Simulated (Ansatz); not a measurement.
# Worked example: correlation energy of BO⁺, quintet

Geometry: that of the BO, quartet, kept fixed. The triplet lies 5.7 eV lower here.

```json
{"atom": "B", "x (Å)": "0.0000", "y (Å)": "0.0000", "z (Å)": "0.0000"}
{"atom": "O", "x (Å)": "0.0000", "y (Å)": "0.0000", "z (Å)": "1.4032"}
```

Basis 6-31G; Ansatz 0.2.0. Only valence electrons are correlated (noble-gas cores frozen), which leaves 8 electrons in 16 orbitals. Prefix R: restricted or restricted open-shell reference; prefix U: unrestricted.

Full CI is exact within this basis and frozen core; it isn't the basis-set limit. The frozen core follows each run's orbitals, which can shift R against U totals by a few meV.

UCCSD has a T1 diagnostic of 0.010 and a largest doubles amplitude of 0.04.

Runs differ by some tens of microhartree through their thresholds and, for an open shell, their frozen cores, so the step to full CI, which has another core, is uncertain by up to 0.1 kcal/mol.

| level | total energy (hartree) |
| --- | --- |
| UHF | -98.900313 |
| UMP2 | -98.957537 |
| UCCSD | -98.969989 |
| UCCSD(T) | -98.970903 |
| UCCSDT | -98.971153 |
| UCCSDT(Q) | -98.971160 |
| UCCSDTQ | -98.971159 |
| full CI | -98.971102 |

Question: What is the correlation energy at full CI, and what share of it do UMP2 and UCCSD(T) recover?

Answer: E(corr) = -98.971102 − (-98.900313) = -0.070789 hartree = -1.926 eV. UMP2: -0.057224 / -0.070789 = 80.84 %. UCCSD(T): -0.070590 / -0.070789 = 99.72 %.

Question: By how many kcal/mol does UCCSD(T) miss full CI (1 hartree = 627.509 kcal/mol), and which steps make up the rest?

Answer: -98.970903 − (-98.971102) = 0.000199 hartree = 0.12 kcal/mol. Steps: UCCSDT − UCCSD(T) = -0.16, UCCSDT(Q) − UCCSDT = 0.00, UCCSDTQ − UCCSDT(Q) = 0.00, full CI − UCCSDTQ = 0.04 kcal/mol. That is within 1 kcal/mol of the reference in this basis, which itself misses far more of the correlation at the basis-set limit.
